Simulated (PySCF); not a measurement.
# C5H13N: the cost of one run

Programs: PySCF 2.14.0, with routines of our own; each step states its level. All values are computed. Atoms count from 0.

## 1. The starting structure

19 atoms, charge 1, multiplicity 2; geometry from: GFN2-xTB.

## 2. Open-shell or spin-flip excitations: unrestricted TDA PBE0/def2-SVPD

What the job is given:

```
{"job": {"kind": "uabs", "xc": "PBE0", "basis": "def2-SVPD", "nstates": 10, "tda": true}, "charge": 1, "multiplicity": 2}
C     -1.203638    -1.411713     0.325309
C     -0.632089    -0.014205     0.484455
C     -1.480791     1.005192    -0.320870
N      0.730602     0.102134     0.089091
C      1.511346     1.192098     0.544661
C      1.311847    -0.812723    -0.817835
H     -2.199282    -1.436300     0.759609
H     -1.293791    -1.706507    -0.717405
H     -0.591800    -2.146495     0.845033
H     -0.698493     0.292076     1.537866
H     -2.506577     0.961248     0.031673
H     -1.460388     0.750278    -1.377045
H     -1.110629     2.017571    -0.190474
H      1.870070     1.796785    -0.296866
H      0.952185     1.825119     1.230418
H      2.410215     0.826913     1.056843
H      2.293472    -0.469451    -1.138503
H      0.668262    -0.957781    -1.692182
H      1.419674    -1.804988    -0.361238
```

Method: unrestricted TDA PBE0/def2-SVPD, vertical, gas phase, core orbitals frozen in the response.

On the command line:

```sh
$ OMP_NUM_THREADS=1 python excited_run.py task.json out
```

One launch serves the whole session: the jobs run in the order shown.

**Question.** How long does this first job take on 1 thread of Arm Neoverse V2, shared host, and how much memory does it need?

About 62 s, with a peak of 0.78 GiB.
